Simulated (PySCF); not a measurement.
An unknown is described by computed data only.

Formula: C3H4O3.

| Quantity | Value |
| --- | --- |
| Rotational structure | rotational constants A, B, C: 8.035, 2.882, 2.461 GHz [PBE0-D3(BJ)/def2-SVP] |
| UV, first state | lowest singlet excitation: 5.61 eV (221 nm, f = 0.000) [TDDFT PBE0/def2-SVPD] |
| 1H NMR | chemical shifts (computed TMS as zero) by class: 5.50 (1 H), 3.19 (1 H), 2.92 (1 H), 2.86 (1 H) ppm [GIAO PBE/pcSseg-2] |
| 13C NMR | chemical shifts (computed TMS as zero) by class: 177.2 (1 C), 51.3 (1 C), 50.3 (1 C) ppm [GIAO PBE/pcSseg-2] |
| Valence photoelectron | vertical ionisation energy: 10.50 eV [ΔSCF PBE0/def2-SVPD] |
| Couplings | largest of the computed one-bond spin–spin couplings (means over like bonds): 13C–1H +194.7, 13C–1H +188.7, 13C–1H +185.9, 13C–13C +81.1, 17O–1H -76.7, 17O–13C +32.0, 17O–13C +30.3, 17O–13C +30.0 Hz [B3LYP/pcJ-1, spin–dipole term left out] |
| Polarisability | 45.8 au [PBE0/def2-SVPD] |
| UV, strongest line | among the 10 lowest singlet transitions: S4 at 7.88 eV (157 nm, f = 0.184) [TDDFT PBE0/def2-SVPD] |
| Triplet | lowest triplet excitation (Tamm–Dancoff): 5.08 eV [TDA PBE0/def2-SVPD] |

Gas-phase values; electronic properties from PySCF, density fitting. Levels stand in brackets. The structure is a single PBE0-D3(BJ)/def2-SVP conformer in the gas phase; no vibrational or solvent corrections. NMR values are class means; diastereotopic atoms form classes of their own.

**Question.** What is the compound? Reason from the data.

**Answer.** Numbering: `[O:1]=[C:2]([OH:3])[C@@H:4]1[CH2:5][O:6]1`. Its formula, C3H4O3, gives 2 degrees of unsaturation: 1 ring and 1 π bond in the structure found. 3 carbons fall into 3 classes; from least to most shielded: carboxylic acid carbon [C2] (177.2 ppm), ring sp3 carbon bound to oxygen [C5] (51.3 ppm), ring sp3 carbon bound to oxygen [C4] (50.3 ppm). Hydrogen classes from least to most shielded: 1 H on an acid hydroxyl oxygen, O3 (5.50 ppm), 1 H on an sp3 carbon bound to oxygen, C4 (3.19 ppm), 1 H on an sp3 carbon bound to oxygen, C5 (2.92 ppm), 1 H on an sp3 carbon bound to oxygen, C5 (2.86 ppm). The couplings run between: +194.7 Hz, sp3 carbon bound to oxygen [C4] and its hydrogen; +188.7 Hz, sp3 carbon bound to oxygen [C5] and its hydrogen; +185.9 Hz, sp3 carbon bound to oxygen [C5] and its hydrogen; +81.1 Hz, carboxylic acid carbon [C2] and sp3 carbon bound to oxygen [C4]; -76.7 Hz, acid hydroxyl oxygen [O3] and its hydrogen; +32.0 Hz, acid hydroxyl oxygen [O3] and carboxylic acid carbon [C2]; +30.3 Hz, epoxide oxygen [O6] and sp3 carbon bound to oxygen [C5]; +30.0 Hz, acid carbonyl oxygen [O1] and carboxylic acid carbon [C2]. S1 is mainly HOMO→LUMO (weight 0.86); the largest Löwdin shares of the orbital it empties are 0.38 on the acid carbonyl oxygen, 0.33 on the epoxide oxygen, 0.07 on the carboxylic acid carbon and 0.07 on the acid hydroxyl oxygen, of the orbital it fills 0.34 on the carboxylic acid carbon, 0.27 on the acid carbonyl oxygen, 0.11 on the acid hydroxyl oxygen and 0.08 on an sp3 carbon bound to oxygen. The optimised geometry has point group C1 and is an asymmetric top. Structure: `O=C(O)[C@@H]1CO1`. Computed isomers that give other values at the same levels: `O=CO[C@H]1CO1` (lowest singlet excitation: 5.85 eV (212 nm, f = 0.002)); `O=C1OCCO1` (smallest rotational constant: 2.746 GHz; this holds for the one conformer computed); `O=CCOC=O` (rotational constant A: 9.761 GHz; this holds for the one conformer computed). The assignments are read from this structure; whether some other isomer fits the data as well wasn't checked. The mirror image fits equally.

Shape of the structure used: `[O:1]=[C:2]([OH:3])[C@@H:4]1[CH2:5][O:6]1`: O1–C2–C4–C5 -136°, H–O3–C2–O1 0°.
